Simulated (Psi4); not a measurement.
Psi4 input (wB97X-D/6-31G*):

```
memory 1500 MB

molecule {
-1 1
C    -0.06202131   -0.12897927    0.24357143
C    -0.00836144   -0.78607026   -0.96303711
C    -0.01037813    0.73506140   -0.97201260
C    -0.03390126   -0.02224928    1.59714360
H     0.77768823   -1.43566092   -1.33626297
H     0.90443913    1.34040822   -1.07804562
H    -0.89271719    1.26925688   -1.34476163
H     0.07922200   -0.89460119    2.23650899
H    -0.18065935    0.93402158    2.08856936
symmetry c1
no_reorient
no_com
}

set {
  basis 6-31G*
  reference rks
  scf_type pk
  dft_radial_points 99
  dft_spherical_points 590
  e_convergence 1e-8
  d_convergence 1e-7
  maxiter 150
}

e = energy('wb97x-d')
print_out(f'\nFINAL {e:.10f} DIPOLE {variable("CURRENT DIPOLE")[0]:.6f} {variable("CURRENT DIPOLE")[1]:.6f} {variable("CURRENT DIPOLE")[2]:.6f}\n')
```

From the last part of the output:

```
      49A      1.969239    50A      2.015818    51A      2.105517
      52A      2.139168    53A      2.226864    54A      2.300842
      55A      2.346104    56A      2.420749    57A      2.463441
      58A      2.522250    59A      2.570809    60A      2.712731
      61A      2.735038    62A      2.815603    63A      2.884992
      64A      3.022366    65A      3.308433    66A      3.450235
      67A      4.407630    68A      4.517671    69A      4.750756
      70A      4.912122

    Final Occupation by Irrep:
              A
    DOCC [    15 ]
    NA   [    15 ]
    NB   [    15 ]

  @RKS Final Energy:  -155.24453059402225

   => Energetics <=

    Nuclear Repulsion Energy =            101.8161504123668522
    One-Electron Energy =                -415.8997046943500209
    Two-Electron Energy =                 175.0023739177219682
    DFT Exchange-Correlation Energy =     -16.1612059451877919
    Empirical Dispersion Energy =          -0.0021442845732289
    VV10 Nonlocal Energy =                  0.0000000000000000
    Total Energy =                       -155.2445305940222511

Computation Completed

Properties will be evaluated at   0.000000,   0.000000,   0.000000 [a0]

Properties computed using the SCF density matrix

 Multipole Moments:

 ------------------------------------------------------------------------------------
     Multipole            Electronic (a.u.)      Nuclear  (a.u.)        Total (a.u.)
 ------------------------------------------------------------------------------------

 L = 1.  Multiply by 2.5417464519 to convert [e a0] to [Debye]
 Dipole X            :          0.3329024           -0.0000000            0.3329024
 Dipole Y            :          0.4545137            0.0000002            0.4545139
 Dipole Z            :          0.0674046            0.0000001            0.0674047
 Magnitude           :                                                    0.5674066

 ------------------------------------------------------------------------------------

FINAL -155.2445305940 DIPOLE 0.332902 0.454514 0.067405

*** Psi4 exiting successfully. Buy a developer a beer!
```

The dipole moment of an ion depends on the origin.
